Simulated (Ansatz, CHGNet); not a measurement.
For cubic perovskite BaTiO3 (cubic high-temperature phase), the machine-learned potential CHGNet 0.3.0 (trained on PBE and PBE+U data) gives:

| Property | Value |
|---|---|
| lattice constant a | 4.036 Å |
| elastic constant C11 | 255 GPa |
| elastic constant C44 | 93.3 GPa |
| polycrystal shear modulus | 83.8 GPa |

Q: What does PBE0 in Ansatz (PAW) give for the same quantities?

A: 
- lattice constant a: 3.977 Å (shrinks by 1.5 %)
- elastic constant C11: 322 GPa (goes up by 26 %)
- elastic constant C44: 139 GPa (increases by 49 %)
- Voigt–Reuss–Hill shear modulus: 122 GPa (grows by 46 %)

Changes are worked out from the printed values.

Unless a cell is named, each level is at its own relaxed cell (CHGNet 0.3.0 13.15, PBE0 12.58 Å³/atom).

Caveats: the relaxation could not lower the start's symmetry, so the cell can be a saddle point above a distorted one (CHGNet 0.3.0, PBE0). Ansatz's density-functional and Hartree–Fock values are scalar-relativistic unless marked +SOC, with PAW data made under PBE.

Ansatz is an electronic-structure program.
